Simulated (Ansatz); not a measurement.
Relaxation of BHO₂ (4 atoms, charge 0, multiplicity 1), to a largest force component of 0.02 eV/Å in at most 50 steps.

These are results of UKS B3LYP-D4/def2-TZVP in Ansatz, not measurements.

```xyz
4
Properties=species:S:1:pos:R:3
O -1.548 0.519 0.447
B -0.434 0.136 0.237
O 0.790 -0.291 0.088
H -0.160 0.128 -0.900
```

Q: Where does it end, and by what steps?

A: It converged. After 10 steps the energy has fallen by 3.559 eV; H4 moved furthest, 0.83 Å. Parted: B2–H4 (1.17 → 1.97 Å). Joined: O3–H4 (1.43 → 0.96 Å).

| step | energy less start (eV) | largest force component (eV/Å) | accepted |
| --- | --- | --- | --- |
| 0 | 0.0000 | 4.562 | yes |
| 1 | -0.7099 | 3.708 | yes |
| 2 | -2.1860 | 4.973 | yes |
| 3 | -2.5358 | 8.807 | yes |
| 4 | -3.3871 | 1.428 | yes |
| 5 | -3.4855 | 0.918 | yes |
| 6 | -3.5194 | 1.879 | yes |
| 7 | -3.5341 | 2.080 | yes |
| 8 | -3.5590 | 0.115 | yes |
| 9 | -3.5594 | 0.028 | yes |
| 10 | -3.5594 | 0.007 | yes |

```xyz
4
Properties=species:S:1:pos:R:3
O -1.740 0.558 0.828
B -0.689 0.221 0.327
O 0.480 -0.160 -0.164
H 0.598 -0.127 -1.119
```

Whether the end is a true minimum wasn't checked by a vibrational analysis.

The run took 14 s on 2 threads of Intel(R) Xeon(R) Platinum 8488C (Sapphire Rapids) (shared host), peak memory 0.17 GiB.
